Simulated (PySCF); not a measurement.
## Stretching BP

Set-up: B STO-3G, P STO-3G; no relativity (PySCF 2.14). Energies in eV from B + P in their ground configurations at the same level. State: ³Π (triplet), unpaired electrons σ ↑, π ↑.

All columns are PBE0. A positive dipole means B(−)P(+).

```tsv
R (Å)	E (eV)	μ (D)	Mulliken charge on B (basis-dependent)	HOMO (eV)	LUMO (eV)	Mayer bond order	⟨S²⟩
1.445	-3.347	0.16	-0.22	-4.06	-1.71	2.47	2.01
1.512	-4.276	0.07	-0.19	-4.05	-1.33	2.44	2.01
1.579	-4.806	-0.01	-0.17	-3.69	-0.98	2.42	2.01
1.630	-5.000	-0.07	-0.15	-3.44	-0.74	2.40	2.01
1.680	-5.057	-0.12	-0.13	-3.20	-0.50	2.37	2.02
1.730	-5.005	-0.17	-0.12	-2.98	-0.28	2.35	2.02
1.798	-4.806	-0.22	-0.10	-2.70	-0.01	2.31	2.02
1.882	-4.410	-0.28	-0.09	-2.40	0.31	2.24	2.03
1.982	-3.807	-0.32	-0.07	-2.08	0.65	2.14	2.05
2.117	-2.919	-0.33	-0.05	-1.84	0.97	1.94	2.14
```

A fit through these points gives, at Re = 1.679 Å, μ = -0.12 D and dμ/dR = -0.981 D/Å; the reduced mass is 8.122 u.

Question: How strong is the fundamental in the double-harmonic approximation, I = 42.26·(dμ/dR)²/μred km/mol?

Answer: I = 42.26·(-0.981)²/8.122 = 5.01 km/mol at PBE0.

⟨S²⟩ of the unrestricted solution departs from its pure value on part of the curve, where spin states mix. STO-3G is very small, so such numbers show the basis as much as the molecule. The state was picked by a PBE0 search and need not be the measured ground state.
